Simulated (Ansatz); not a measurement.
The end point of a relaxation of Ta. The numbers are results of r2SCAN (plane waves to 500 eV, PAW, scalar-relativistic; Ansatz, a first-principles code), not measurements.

```
CELL_PARAMETERS angstrom
     -1.65255     1.65255     1.65255
      1.65255    -1.65255     1.65255
      1.65255     1.65255    -1.65255
ATOMIC_POSITIONS crystal
  Ta 0.00000 0.00000 0.00000
```

Task: Determine the symmetry and give the standard cell with its independent sites.

Result: Space group Im-3m (No. 229); a = 3.305 Å, b = 3.305 Å, c = 3.305 Å, α = 90.00°, β = 90.00°, γ = 90.00°

```
atom  site  symmetry       x       y       z
----  ----  --------  ------  ------  ------
Ta      2a      m-3m  0.0000  0.0000  0.0000
```

This is the bcc (W type).

Task: Give the shortest distances between elements (the closest pairs, up to four, under 3.6 Å).

Result: Ta–Ta 2.86 Å.

```yaml
volume_per_atom: 18.05 Å³
band_gap: no gap (metallic)
```

No spin polarisation in the result.

Measured for Ta: a 3.299 Å (static lattice; corrected from measurement; as listed in Daniel Mejia-Rodriguez, S. B. Trickey, Phys. Rev. B (2018)). Computed minus measured — a: r2SCAN +0.2 %. The computed values are for a static lattice.

The run could not lose the symmetry of its start.

It was reached from a disturbed copy of a Pm-3m (No. 221) cell (simple cubic type), against which it lies -1.19 eV/atom.
